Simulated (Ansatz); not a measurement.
# Redistribution: 2 CH4O3S → H2SO4 + C2H6O2S

Species: CH4O3S (methanesulfonic acid) `CS(=O)(=O)O`, singlet; H2SO4 (sulfuric acid) `O=S(=O)(O)O`, singlet; C2H6O2S (dimethyl sulfone) `CS(C)(=O)=O`, singlet. The partners trade CH3 for OH; both sit on S, so the bond types are kept.

Shapes, held fixed at every level: PBE0-D4/def2-TZVP. Flexible molecules stand in one conformer, not always the lowest. Programs: Ansatz 0.2.0. The zero-point and thermal change to 298 K, harmonic and unscaled (PBE0-D4/def2-TZVP), is -0.5 kJ/mol.

Task: Estimate ΔH(298 K) of this reaction.

Result: The highest level, CCSD(T)/CBS estimate, gives ΔH(298 K) = +22.3 kJ/mol; the levels span +21.0 to +24.6. The column of differences is taken from that level and isn't an error. No measured value is set beside it here. The CBS estimate extrapolates MP2 from def2-TZVPP and def2-QZVPP and adds CCSD(T) − MP2 in the triple-zeta set, cores frozen. Times are processor times on shared x86 and Arm servers, and rough.

```json
{"level": "PBE-D4/def2-TZVPP", "kind": "GGA", "ΔH(298 K) (kJ/mol)": "+22.9", "less CCSD(T)/CBS estimate": "+0.6", "CPU time (sum over the molecules)": "22 s"}
{"level": "r2SCAN-D4/def2-TZVPP", "kind": "meta-GGA", "ΔH(298 K) (kJ/mol)": "+21.9", "less CCSD(T)/CBS estimate": "-0.4", "CPU time (sum over the molecules)": "40 s"}
{"level": "B3LYP-D4/def2-TZVPP", "kind": "global hybrid", "ΔH(298 K) (kJ/mol)": "+22.7", "less CCSD(T)/CBS estimate": "+0.4", "CPU time (sum over the molecules)": "42 s"}
{"level": "BHLYP-D4/def2-TZVPP", "kind": "global hybrid", "ΔH(298 K) (kJ/mol)": "+21.1", "less CCSD(T)/CBS estimate": "-1.2", "CPU time (sum over the molecules)": "29 s"}
{"level": "PBE0-D4/def2-TZVPP", "kind": "global hybrid", "ΔH(298 K) (kJ/mol)": "+21.0", "less CCSD(T)/CBS estimate": "-1.3", "CPU time (sum over the molecules)": "28 s"}
{"level": "wB97X-V/def2-TZVPP", "kind": "range-separated hybrid", "ΔH(298 K) (kJ/mol)": "+22.2", "less CCSD(T)/CBS estimate": "-0.1", "CPU time (sum over the molecules)": "67 s"}
{"level": "MP2/def2-SVP", "kind": "perturbation theory", "ΔH(298 K) (kJ/mol)": "+24.6", "less CCSD(T)/CBS estimate": "+2.3", "CPU time (sum over the molecules)": "–"}
{"level": "CCSD(T)/CBS estimate", "kind": "coupled cluster or CI", "ΔH(298 K) (kJ/mol)": "+22.3", "less CCSD(T)/CBS estimate": "0.0", "CPU time (sum over the molecules)": "17 min"}
```
